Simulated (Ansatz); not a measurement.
Ansatz (a first-principles code) input (CAM-B3LYP/def2-TZVPD):

Ansatz 0.2 input:
```yaml
crystal:
  periodic: [false, false, false]
  atoms:
    - {symbol: C, position_ang: [0.00870368, 0.24236856, 1.01481407]}
    - {symbol: C, position_ang: [-0.00086318, 0.31258279, -0.29157606]}
    - {symbol: Cl, position_ang: [0.01236969, -0.93835860, 2.16987396]}
    - {symbol: Cl, position_ang: [-0.01462855, -1.09299102, -1.31673384]}
    - {symbol: Cl, position_ang: [-0.00050837, 1.83548443, -1.10840059]}
basis:
  gaussian:
    orbitals: def2-TZVPD
hamiltonian:
  xc: {name: CAM-B3LYP}
magnetization: {spin_polarized: true, initial_magnetization: 1}
output: {forces: true}
```

Output:

```
Functional definition: CAM-B3LYP
integrals: 0.21 GiB planned
1236 factors; their error is unknown
integrals: 0.25 GiB planned
315 factors; integrals over basis functions are off by at most 6.7e-5 eV
mean field: 2.32 GiB planned
mean field evaluation 1: about -39638.6121 eV, gradient 2.0e1 eV
mean field evaluation 2: about -39638.4531 eV, gradient 2.1e1 eV
mean field evaluation 4: about -39640.5975 eV, gradient 1.0e0 eV
mean field evaluation 8: about -39640.6140 eV, gradient 1.9e-1 eV
mean field evaluation 16: about -39640.6822 eV, gradient 1.0e-3 eV
mean field -39640.68215597 eV, -1456.7681998124 hartree, gradient 2.6e-5 eV, S^2 0.765266; 0 other end points of the search recorded, 0 dependent functions left out
the calculation of the forces begins
reference -39640.68230362 eV, -1456.7682052386 hartree; 32, 31 occupied and 180, 181 virtual orbitals, 1236 factors
Total energy: -39640.68230362 eV, -1456.7682052386 hartree
Atom 0 at     0.008704     0.242369     1.014814 Å, force    -0.002240    -0.120293    -0.228275 eV/Å
Atom 1 at    -0.000863     0.312583    -0.291576 Å, force     0.000485    -0.037358     0.085368 eV/Å
Atom 2 at     0.012370    -0.938359     2.169874 Å, force    -0.000456     0.130206    -0.134242 eV/Å
Atom 3 at    -0.014629    -1.092991    -1.316734 Å, force     0.002386     0.246011     0.176320 eV/Å
Atom 4 at    -0.000508     1.835484    -1.108401 Å, force    -0.000175    -0.218566     0.100829 eV/Å
Dipole moment:     0.000867    -0.087573     0.164500 e Å
```

It need not be the lowest isomer of its formula.
